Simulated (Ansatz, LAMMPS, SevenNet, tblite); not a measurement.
**Ladder of methods for the elastic constant C12 of zinc-blende GaAs**

Reference value: 53 GPa (measured, temperature not stated, no zero-point or thermal correction; as tabulated in Råsander and Moram (2015), arXiv:1505.02379).

What do BOP GaAs.bop.table, GFN1-xTB, SevenNet-l3i5, LDA, BLYP, PBE, PBE-D3(BJ), r²SCAN, r²SCAN+rVV10, PBE0, r²SCANh, Hartree–Fock give, and how far is each from the reference?


| level (code) | value (GPa) | cell (Å³/atom) | difference (%) |
|---|---|---|---|
| BOP GaAs.bop.table (LAMMPS) | 53.5 | 22.71 | +0.9 |
| GFN1-xTB (tblite) | 42.7 | 24.31 | -19.4 |
| SevenNet-l3i5 | 46.5 | 23.80 | -12.3 |
| LDA (Ansatz) | 53.0 | 21.99 | 0.0 |
| BLYP (Ansatz) | 31.1 | 25.14 | -41 |
| PBE (Ansatz) | 41.6 | 23.70 | -22 |
| PBE-D3(BJ) (Ansatz) | 48.2 | 22.85 | -9.1 |
| r²SCAN (Ansatz) | 49.9 | 22.75 | -5.8 |
| r²SCAN+rVV10 (Ansatz) | 52.7 | 22.50 | -0.6 |
| PBE0 (Ansatz) | 50.8 | 22.87 | -4.2 |
| r²SCANh (Ansatz) | 52.1 | 22.60 | -1.7 |
| Hartree–Fock (Ansatz) | 51.1 | 23.83 | -3.6 |

The reference's temperature isn't stated, so close values are not ranked against it. Off by more than 25 %, or 35 % on the side where a correction would as a rule narrow the miss (bounds picked here): BLYP (-41 %).

The reference isn't brought to a static lattice, while the calculations are for one, so the differences are not the levels' errors alone.  GFN1-xTB: the method was fitted mainly to molecules. GFN1-xTB: the run uses a supercell at the zone centre in place of a k mesh. BLYP: the solid has no gap at this level, which affects its response. PBE-D3(BJ): the dispersion coefficients are held fixed in the derivatives. Each level is taken at its own relaxed cell. Cutoffs and k meshes differ between the levels. Ansatz's density-functional and Hartree–Fock values are scalar-relativistic unless marked +SOC, with PAW data made under PBE.

Empirical potentials (BOP GaAs.bop.table) are fitted to chosen data: where that held the value shown, agreement is built in, and what lay outside the fit can be far off. Machine-learned potentials (SevenNet-l3i5) are trained on DFT data: a solid inside that data is no test of them.

Differences are worked out from the printed values.

Ansatz is a first-principles code.
